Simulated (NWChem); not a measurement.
Polarisability of hydrogen isocyanide (CHN)

SMILES: [C-]#[NH+]
```xyz
3

C      0.0000     0.0000     0.7490
N      0.0000     0.0000    -0.4352
H      0.0000     0.0000    -1.4477
```
Charge 0, spin multiplicity 1.

All runs are NWChem calculations. Structure: optimised with PBE/def2-SVP, a minimum by its harmonic frequencies.

Basis set: Sadlej pVTZ. Static limit.

The correlated methods keep 2 core orbitals frozen. B3LYP has NWChem's definition, with VWN1-RPA local correlation. No row is a measurement; the coupled-cluster row has its own basis-set and correlation limits.

| method | isotropic polarisability (bohr³) |
|---|---|
| HF | 17.68 |
| B3LYP | 18.89 |
| PBE | … |
| LDA (SVWN5) | … |
| CCSD linear response | … |

### Question
Complete the blanks.

### Answer

- PBE, isotropic polarisability (bohr³): 19.40
- LDA (SVWN5), isotropic polarisability (bohr³): 19.51
- CCSD linear response, isotropic polarisability (bohr³): 18.74
